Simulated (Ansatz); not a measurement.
Calculated with Ansatz (gas phase, PBE0-D4/def2-TZVP geometries, no zero-point term in ΔE). CCSD(T)/CBS is the MP2 limit (def2-TZVPP, def2-QZVPP) plus CCSD(T) − MP2 in def2-TZVPP, frozen cores. This one scheme is used for every species. Functionals use def2-TZVPP. B3LYP here is the variant with VWN-RPA as its local correlation; programs differ in this. HSE06 is defined as in plane-wave codes.

Reaction (cleavage of the Si–Si bond): `[AlH2][SiH2][SiH3]` + HCl → `[AlH2][SiH2]Cl` + SiH₄

`[AlH2][SiH2][SiH3]`:

Z-matrix (Å, degrees):
```
Si
Si 1 2.343
Al 1 2.447 2 109.6
H 1 1.492 2 107.4 3 -122.1
H 1 1.492 2 107.5 3 122.2
H 2 1.489 1 109.9 3 59.6
H 2 1.488 1 112.0 3 -179.7
H 2 1.489 1 109.9 3 -59.0
H 3 1.588 1 120.3 2 88.9
H 3 1.588 1 120.3 2 -88.4
```

HCl:

Z-matrix (Å, degrees):
```
Cl
H 1 1.279
```

`[AlH2][SiH2]Cl`:

Cartesian coordinates in Å:
```
Al -1.097 -0.153 -0.917
Si 0.917 -0.006 0.481
Cl 0.184 0.970 2.175
H -2.073 -1.394 -0.761
H -1.466 1.045 -1.889
H 2.034 0.828 -0.040
H 1.501 -1.291 0.950
```

SiH₄:

Cartesian coordinates in Å:
```
Si 0.000 0.000 0.000
H -0.774 0.778 1.000
H 0.082 0.767 -1.268
H -0.677 -1.297 -0.249
H 1.369 -0.248 0.518
```

```
             level  ΔE (kJ/mol)  difference from CCSD(T)/CBS
       LDA (SPW92)        -59.3                         17.7
          B3LYP-D4        -78.7                         -1.7
      CAM-B3LYP-D4        -82.2                         -5.2
          PBE-QIDH        -75.3                          1.7
               PBE        -64.1                         12.9
            revPBE        -65.4                         11.6
           r2SCANh        -74.1                          2.9
             HSE06        -68.5                          8.5
           LC-ωPBE        -73.3                          3.7
SCS-MP2/def2-QZVPP        -88.3                        -11.3
       CCSD(T)/CBS        -77.0                            0
```

Largest T1 diagnostic among the species: 0.013.

From PBE to PBE0 (25 % exact exchange), in def2-TZVPP and without D4, ΔE moves by −4.4 kJ/mol. Leaving LDA and LC-ωPBE aside and taking each functional with its dispersion term where it has one, the values, not all of them listed here, spread over 23.3 kJ/mol, from BHLYP-D4 to PBE-D4. LDA lies +4.8 kJ/mol from PBE without D4. In def2-TZVPP, CCSD(T) changes the Hartree–Fock value by +26.7 kJ/mol (the triples alone add +2.9 kJ/mol) and MP2 by +17.9 kJ/mol.
